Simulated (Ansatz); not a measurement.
Basis-set extrapolation for `CCC(C)CC(C)C` (PBE0-D4/def2-TZVP geometry, frozen core, the Gaussian-basis code of Ansatz). Multiplicity 1, RHF reference.

```tsv
	def2-TZVPP	def2-QZVPP
HF	-313.547670	-313.562520
MP2 correlation	-1.422895	-1.509922
CCSD(T) correlation	-1.572290	not run
```

Energies in hartree. Use E(X) = E(∞) + A·exp(−7.88·√X) for Hartree–Fock and E(X) = E(∞) + B·X^(−2.97) for correlation, with X = 3 and 4, and add CCSD(T) minus MP2 of the smaller set to the MP2 limit.

Problem. What is the CCSD(T) energy at the basis-set limit?

Solution. HF limit: -313.562520 + (-0.014850) × 0.13774 = -313.56457. MP2 limit: -1.509922 + (-0.087027) × 0.74074 = -1.57439. Higher-order term: -1.572290 − (-1.422895) = -0.14939. Total: -315.28835 hartree, 105.7 kcal/mol below CCSD(T)/def2-TZVPP.
